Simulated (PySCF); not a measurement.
## Molecular orbitals of SiO

TPSS at R = 1.524 Å; basis Si def2-SVP, O def2-SVP; no relativity; PySCF 2.14. State: ¹Σ⁺ (singlet), closed shell. Only the outer orbitals are listed, counted within each symmetry.

```csv
orbital,occ.,ε (eV),on Si (%),main shells (%)
5σ,2,-23.54,18,"79 O s, 9 Si s"
6σ,2,-10.67,61,"58 Si s, 29 O p, 10 O s"
2π,2,-8.03,25,"75 O p, 22 Si p"
2π,2,-8.03,25,"75 O p, 22 Si p"
7σ,2,-7.42,53,"45 O p, 26 Si s, 25 Si p"
3π,0,-2.53,81,"78 Si p, 19 O p"
3π,0,-2.53,81,"78 Si p, 19 O p"
8σ,0,0.93,107,"79 Si p, 16 Si s, 12 Si d"
```

Problem. Which are the highest filled and the lowest empty level, where do they sit, and how wide is the gap?

Solution. Highest filled 7σ at -7.42 eV (in %: 45 O p, 26 Si s, 25 Si p); lowest empty 3π at -2.53 eV (in %: 78 Si p, 19 O p); the gap at TPSS is 4.89 eV.

```
bond order (Mayer)                              : 2.34
⟨S²⟩                                            : 0.000
charge on Si (Mulliken, basis-dependent)        : 0.37
charge on Si (Löwdin, basis-dependent)          : 0.29
dipole moment (positive dipole means Si(−)O(+)) : -2.38 D
```

Shares are Mulliken populations and can fall outside 0 to 100 %.
